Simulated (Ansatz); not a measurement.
Relaxation of H₆N₂Si (9 atoms, charge 0, multiplicity 1), to a largest force component of 0.03 eV/Å in at most 50 steps.

Level of theory: RKS PBE/6-31G* (Ansatz 0.2.0).

```xyz
9
Properties=species:S:1:pos:R:3
Si 0.104 -0.045 0.240
H 0.089 -0.176 1.696
N 1.877 0.103 0.285
H 2.341 -0.511 0.956
H 2.445 0.181 -0.563
H -0.461 1.200 -0.360
N -0.801 -1.329 -0.514
H -0.633 -2.302 -0.255
H -1.044 -1.251 -1.501
```

Where does it end, and by what steps?

The forces met the threshold. After 6 steps the energy has fallen by 0.163 eV; H2 moved furthest, 0.30 Å.

```json
{"step": "0", "energy less start (eV)": "0.0000", "largest force component (eV/Å)": "1.207", "accepted": "yes"}
{"step": "1", "energy less start (eV)": "-0.1348", "largest force component (eV/Å)": "0.549", "accepted": "yes"}
{"step": "2", "energy less start (eV)": "-0.1483", "largest force component (eV/Å)": "0.249", "accepted": "yes"}
{"step": "3", "energy less start (eV)": "-0.1617", "largest force component (eV/Å)": "0.033", "accepted": "yes"}
{"step": "4", "energy less start (eV)": "-0.1629", "largest force component (eV/Å)": "0.058", "accepted": "yes"}
{"step": "5", "energy less start (eV)": "-0.1631", "largest force component (eV/Å)": "0.062", "accepted": "yes"}
{"step": "6", "energy less start (eV)": "-0.1633", "largest force component (eV/Å)": "0.013", "accepted": "yes"}
```

```xyz
9
Properties=species:S:1:pos:R:3
Si 0.135 -0.048 0.301
H -0.203 -0.195 1.752
N 1.881 0.074 0.263
H 2.439 -0.622 0.762
H 2.340 0.326 -0.614
H -0.345 1.224 -0.327
N -0.781 -1.307 -0.497
H -0.728 -2.262 -0.137
H -0.820 -1.320 -1.517
```

The run took 13 s on 1 thread of Arm Neoverse V2, on a shared host, peak memory 0.11 GiB.
